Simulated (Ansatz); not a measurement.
Relaxation of BH₅N₂ (8 atoms, charge 0, multiplicity 1), to a largest force component of 0.03 eV/Å in at most 50 steps.

Level of theory: Ansatz 0.2.0, RKS PBE/6-31G*.

```xyz
8
Properties=species:S:1:pos:R:3
B -0.169 0.825 -1.059
N 0.825 -0.149 1.314
H 0.675 0.481 2.112
H 1.407 -0.922 1.661
H 1.431 0.396 0.662
N -1.268 -0.004 -0.843
H -1.242 -0.581 0.003
H -2.109 -0.045 -1.421
```

Problem. Where does it end, and by what steps?

Solution. The forces met the threshold. After 13 steps the energy has fallen by 0.146 eV; B1 moved furthest, 1.09 Å.

| step | energy less start (eV) | largest force component (eV/Å) | accepted |
| --- | --- | --- | --- |
| 0 | 0.0000 | 0.347 | yes |
| 1 | -0.0146 | 0.489 | yes |
| 2 | -0.0260 | 0.568 | yes |
| 3 | -0.0326 | 0.550 | yes |
| 4 | -0.0702 | 0.325 | yes |
| 5 | -0.0797 | 0.289 | yes |
| 6 | -0.0975 | 0.433 | yes |
| 7 | -0.1224 | 0.111 | yes |
| 8 | -0.1339 | 0.118 | yes |
| 9 | -0.1239 | 0.587 | no |
| 10 | -0.1406 | 0.066 | yes |
| 11 | -0.1434 | 0.181 | yes |
| 12 | -0.1442 | 0.098 | yes |
| 13 | -0.1457 | 0.010 | yes |

```xyz
8
Properties=species:S:1:pos:R:3
B -0.731 0.907 -1.994
N 0.737 -0.165 1.355
H 0.431 0.239 2.247
H 1.073 -1.112 1.564
H 1.562 0.373 1.065
N -1.081 0.130 -0.901
H -0.463 -0.011 -0.057
H -1.978 -0.361 -0.852
```

Whether the end is a true minimum wasn't checked by a vibrational analysis.

Time of the run: 19 s on 1 thread of Intel(R) Xeon(R) Platinum 8259CL CPU @ 2.50GHz (Skylake/Cascade Lake), on a shared host, peak memory 0.12 GiB.
